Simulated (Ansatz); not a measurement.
# C₃H₃ClN₂: a ladder of functionals and wavefunction methods

An exercise on one series of results from a longer session: the logs are not shown, and one member is left open.

Method: functionals in def2-TZVPP, the program's frozen cores in correlated methods; program: Ansatz 0.2.0, Gaussian basis.

The runs, in order: LDA (SPW92), PBE-D4, revPBE-D4, BLYP-D4, r2SCAN-D4, B97M-V, PBE0-D4, B3LYP-D4, r2SCANh-D4, r2SCAN0-D4, HSE06-D4, BHLYP-D4, CAM-B3LYP-D4, LC-ωPBE, ωB97X-V, ωB97M-V, B2PLYP, PBE-QIDH; CCSD(T)/def2-SVP; CCSD(T)/def2-TZVPP; MP2/def2-QZVPP; extrapolation to the limit; RPA on PBE.

## The geometry

All runs share one geometry, relaxed beforehand with PBE0-D4 in a triple-zeta def2 set.

SMILES `C=C=NC(=N)Cl`, 9 atoms, charge 0, spin multiplicity 1.

Atoms are counted from 1 here; the program's logs count them from 0.

Bond lengths: C1–C2 1.300 Å, C1–H7 1.082 Å, C1–H8 1.082 Å, C2–N3 1.217 Å, N3–C4 1.389 Å, C4–N5 1.247 Å, C4–Cl6 1.751 Å, N5–H9 1.015 Å. Angles: C2–C1–H7 120.3°, C2–C1–H8 119.9°, H7–C1–H8 119.8°, C1–C2–N3 175.6°, C2–N3–C4 125.3°, N3–C4–N5 123.7°, N3–C4–Cl6 110.7°, N5–C4–Cl6 125.5°, C4–N5–H9 112.5°.

The first run:

Contents of in.yaml:

```yaml
crystal:
  periodic: [false, false, false]
  atoms:
    - {symbol: C, position_ang: [0.845132, -1.901431, -0.550236]}
    - {symbol: C, position_ang: [0.362313, -0.697401, -0.629217]}
    - {symbol: N, position_ang: [-0.073115, 0.426658, -0.794223]}
    - {symbol: C, position_ang: [-0.486525, 1.283882, 0.217936]}
    - {symbol: N, position_ang: [-1.503285, 1.091677, 0.914674]}
    - {symbol: Cl, position_ang: [0.543609, 2.697807, 0.290689]}
    - {symbol: H, position_ang: [1.914791, -2.059034, -0.514984]}
    - {symbol: H, position_ang: [0.174836, -2.749243, -0.502171]}
    - {symbol: H, position_ang: [-1.689257, 1.860785, 1.550434]}
basis:
  gaussian: {orbitals: def2-TZVPP}
hamiltonian: {xc: lda}
output: {orbitals: {seedname: orbitals}}
```

Among the steps run: LDA; PBE-D4 (GGA); revPBE-D4 (GGA); BLYP-D4 (GGA); r2SCAN-D4 (meta-GGA); B97M-V (meta-GGA); PBE0-D4 (hybrid); B3LYP-D4 (hybrid); r2SCANh-D4 (hybrid); r2SCAN0-D4 (hybrid); HSE06-D4 (hybrid); BHLYP-D4 (hybrid); CAM-B3LYP-D4 (range-separated); LC-ωPBE (range-separated); ωB97X-V (range-separated); ωB97M-V (range-separated); B2PLYP (double hybrid); PBE-QIDH (double hybrid).

One table of the session follows, with a row left open; its other results are not shown here.

It belongs to the step «Orbital energies across the functionals». 

```
  functional  HOMO (eV)  gap (eV)
 LDA (SPW92)      -6.42      4.03
      PBE-D4      -6.24      4.08
   revPBE-D4      -6.17      4.09
     BLYP-D4      -6.09      4.07
   r2SCAN-D4      -6.48      4.51
      B97M-V      -6.51      4.70
     PBE0-D4      -7.42      6.30
    B3LYP-D4      -7.20      5.84
  r2SCANh-D4      -6.92      5.33
  r2SCAN0-D4      -7.59      6.57
    HSE06-D4      -7.02      5.51
    BHLYP-D4      -8.48      8.55
CAM-B3LYP-D4      -8.72      8.79
     LC-ωPBE          ?         ?
     ωB97X-V      -9.69     10.86
     ωB97M-V      -9.58     10.69
```

Q: Estimate the row for LC-ωPBE from the others.

As computed: HOMO (eV): -10.04; gap (eV): 11.28. In the column «HOMO (eV)» it is the lowest.
